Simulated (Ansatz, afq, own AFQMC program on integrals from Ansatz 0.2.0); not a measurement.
Two steps: Ansatz 0.2.0 writes the Fock matrix and Cholesky factors of the valence space, and afq projects on them the lowest state that overlaps trial and start.

```yaml
crystal:
  periodic: [false, false, false]
  atoms:
    - {symbol: O, position_ang: [0.000000, 0.000000, 0.000000]}
    - {symbol: H, position_ang: [0.000000, 0.000000, 1.006000]}
basis:
  gaussian: {orbitals: aug-cc-pVDZ}
total_charge: -1
magnetization: {spin_polarized: true, initial_magnetization: 2}
correlation: {method: ccsd_t, electrons: outside_noble_gas, hamiltonian_folder: ham}
```

```sh
$ ansatz run in.yaml --threads 1 --pin off --events-out ev --progress --plain --max-ram 1382MiB
```

Options of the walk:

```
--method phaseless --trial hf --walkers 120 --populations 1 --least-time 40 --time-step 0.005 --steps-per-block 20 --equilibration-blocks 112 --max-blocks 600 --target-error 0.00102 --factor-cut 1e-05 --start spin_pure --seed 2463 --taylor-order 6
```

Times are imaginary, in 1/Eh. The walk had a cap of 630 s.

Output of the walk:

```
orbitals 31  electrons 5 3  factors 215 of 302
reference energy -75.36732893 Eh
CCSD correlation -0.18331322 Eh in 10 cycles, weight of the determinant in the CISD state 0.9408
energy of the start -75.367522 Eh
 block  time / (1/Eh)  mean weight  energy / Eh
     1     0.100  1.0021  -75.424170
     2     0.200  1.0036  -75.465512
     3     0.300  1.0026  -75.488916
     4     0.400  1.0020  -75.507762
     5     0.500  1.0019  -75.515670
     8     0.800  0.9985  -75.539202
    18     1.800  1.0000  -75.592814
    69     6.900  1.0002  -75.544978
   120    12.000  0.9954  -75.535702
   171    17.100  0.9988  -75.535832
   222    22.200  1.0006  -75.562115
   273    27.300  0.9973  -75.572656
   324    32.400  0.9999  -75.544282
   341    34.100  1.0001  -75.523800
   375    37.500  0.9968  -75.572295
   426    42.600  0.9997  -75.543623
   477    47.700  1.0001  -75.566324
   528    52.800  1.0002  -75.590096
   579    57.900  0.9995  -75.552767
   630    63.000  0.9987  -75.555419
   681    68.100  1.0010  -75.556451
   698    69.800  1.0001  -75.576103
blocks merged  error / Eh  count
     1  0.000785  600
     2  0.001017  300
     4  0.001298  150
     8  0.001537  75
    16  0.001657  37
    32  0.001915  18
    64  0.002371  9
energy -75.556717 +/- 0.001915 Eh
(rows thinned)
```

The run passed its tests (sampling time, drift between the halves within three errors, error under three times the target), which doesn't prove that it has relaxed. The second half of the sampling lies below the first by 1.9 errors of their difference, so the energy may still be moving and its error bar be too small.

Against this walk (error 52.1 meV) on the same determinant: CCSD(T) 56.4 meV higher (within the noise), CCSDT(Q) 36.4 meV higher (within the noise). The error is statistical and leaves out the bias of the constraint.

Cautions: constraint bias not in the error; error above the target (52.1 against 27.8 meV); another spin lies lower (by 2.42 eV); at this level and basis the anion state lies above a neutral one.

The walk took 2.5 min on 1 thread of Arm Neoverse V2, on a shared host. The log's last line is the phaseless energy.

CCSDT and higher add their correlation energy to the determinant of the CCSD(T) run, since their own runs factorise the integrals more tightly (a shift of under 2 meV). A walk keeps the symmetry of its determinant, which the program's search chose and which needn't be the lowest solution, so a lower state of the same spin and another symmetry isn't excluded.
